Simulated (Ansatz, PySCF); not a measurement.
This triplet lies 0.28 eV below the relaxed singlet at the level B3LYP/cc-pVTZ // PBE0-D3(BJ)/def2-TZVP (Ansatz, a first-principles code); other levels give the other order.

Cartesian coordinates (Å):
```xyz
5

C      0.8891    -0.3392    -0.0461
C     -0.4949    -0.0914     0.0940
O     -0.9440     1.0321    -0.1148
H      1.6996     0.3241    -0.3253
H     -1.1498    -0.9256     0.3922
```
Charge 0, spin multiplicity 3.

What is the computed dipole moment, total energy and highest occupied spin orbital (PySCF with PBE0-D3(BJ)/def2-TZVP)?


| Item | Result |
|---|---|
| dipole moment | 2.00 D |
| total energy | -152.3763 Ha |
| highest occupied spin orbital | -7.93 eV |
